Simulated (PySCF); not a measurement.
Ligands exchanged one at a time, Si NH2-H. Gas-phase values, no solvent. One relaxed conformer stands for each flexible species; it need not be the lowest. Strings in code marks are SMILES.

Computed with r2SCAN-D4/def2-TZVP run with PySCF 2.14.0. Delta-SCF ions had no search for a lower state. 

```
species                               HOMO–LUMO gap (eV)  vertical ionisation energy (Delta-SCF) (eV)  HOMO (eV)
------------------------------------  ------------------  -------------------------------------------  ---------
0 of 4 NH2 replaced by H                            6.31                                         8.31      -5.54
3 of 4 NH2 replaced by H (`N[SiH3]`)                6.40                                         9.71      -6.32
4 of 4 NH2 replaced by H (`[SiH4]`)                 9.58                                        12.31      -8.86
```
